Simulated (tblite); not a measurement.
Compound: C2H4B (doublet state).
Atom-mapped SMILES: `[BH2:1][C:2]=[CH2:3]` (hydrogens: H4, H5 on B1; H6, H7 on C3)
Bond orders are those of one Lewis drawing.

Computed with GFN2-xTB (tblite), gas phase: L-BFGS steps from a force-field or distance-geometry start until the largest atomic force falls under 0.01 eV/Å.

Step 26: E = -202.3674 eV
```
atom  x, y, z in Å  |  force x, y, z in eV/Å
B1     -1.3897   -0.0406   -0.0628   -0.018   0.024  -0.007
C2      0.0699    0.0043    0.0275   -0.012  -0.017  -0.029
C3      1.3566    0.0390    0.0634    0.050   0.029   0.008
H4     -1.9329    0.6918   -0.8016   -0.025  -0.022   0.021
H5     -2.0000   -0.7985    0.5914    0.007   0.016  -0.006
H6      1.9191    0.8501    0.5125   -0.014   0.000   0.017
H7      1.9804   -0.7411   -0.3574    0.013  -0.029  -0.004
```

Step 27: E = -202.3677 eV
```
atom  x, y, z in Å  |  force x, y, z in eV/Å
B1     -1.3889   -0.0413   -0.0647   -0.033   0.039  -0.006
C2      0.0703    0.0054    0.0231   -0.012  -0.027  -0.025
C3      1.3568    0.0392    0.0621    0.066   0.018   0.014
H4     -1.9350    0.6919   -0.8000   -0.027  -0.022   0.014
H5     -1.9973   -0.7971    0.5931    0.005   0.006  -0.005
H6      1.9169    0.8499    0.5155   -0.007  -0.008   0.006
H7      1.9805   -0.7430   -0.3562    0.008  -0.006   0.002
```

Q: Estimate the geometry and energy of step 28. (The exact step hangs on the optimiser's Hessian estimate; all steps are aligned on step 27, rigid shifts and turns removed.)

A: E = -202.3679 eV, largest force 0.052 eV/Å
```
atom  x, y, z in Å  |  force x, y, z in eV/Å
B1     -1.3883   -0.0411   -0.0664   -0.031   0.039  -0.003
C2      0.0710    0.0053    0.0171   -0.004  -0.024  -0.015
C3      1.3576    0.0396    0.0610    0.050  -0.005   0.014
H4     -1.9380    0.6920   -0.7982   -0.031  -0.013   0.002
H5     -1.9939   -0.7955    0.5950    0.002  -0.002  -0.001
H6      1.9142    0.8499    0.5191    0.003  -0.014  -0.005
H7      1.9807   -0.7452   -0.3547    0.011   0.018   0.008
```

The energy changes by -0.0002 eV. The first-order estimate −F·Δx gives -0.0004 eV and the mean of the old and new forces, exact on a quadratic surface, -0.0003 eV. The step makes an angle of 69° with the force vector and moves no atom by more than 0.006 Å.

The cost below is that of the whole relaxation. Time: under 0.1 s of wall time. Hardware: one thread of an Arm Neoverse V1, on a shared host.
